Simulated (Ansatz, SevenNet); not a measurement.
For rutile TiO₂, the machine-learned potential SevenNet-l3i5 (trained on PBE and PBE+U data) gives:

- lattice parameter a = 4.650 Å
- lattice parameter c = 2.970 Å
- elastic constant C11 = 261 GPa
- elastic constant C44 = 101 GPa
- Voigt–Reuss–Hill shear modulus = 100 GPa

Q: What does r²SCAN (plane waves, PAW; Ansatz, a program for electronic structure) give for the same quantities?

A: 
- lattice constant a: 4.597 Å (shrinks by 1.1 %)
- lattice parameter c: 2.954 Å (shrinks by 0.5 %)
- elastic constant C11: 291 GPa (rises by 11 %)
- elastic constant C44: 128 GPa (increases by 27 %)
- Voigt–Reuss–Hill shear modulus: 120 GPa (grows by 20 %)

For comparison: lattice constant a 4.587 Å (measured, 15 K, zero-point motion not removed; as tabulated in Burdett, Hughbanks, Miller, Richardson, Smith, powder neutron diffraction …); lattice parameter c 2.954 Å (measured, 15 K, zero-point motion not removed; as tabulated in Burdett, Hughbanks, Miller, Richardson, Smith, powder neutron diffraction …); elastic constant C11 268 GPa (measured, room temperature, not corrected to a static lattice; as tabulated in Elasticity of TiO2 rutile to 1800 K); elastic constant C44 124 GPa (measured, room temperature, not corrected to a static lattice; as tabulated in Elasticity of TiO2 rutile to 1800 K).

Changes are worked out from the printed values.

Unless a cell is named, each level is at its own relaxed cell (SevenNet-l3i5 10.70, r²SCAN 10.40 Å³/atom).

Ansatz's density-functional and Hartree–Fock values are scalar-relativistic unless marked +SOC, with PAW data made under PBE.
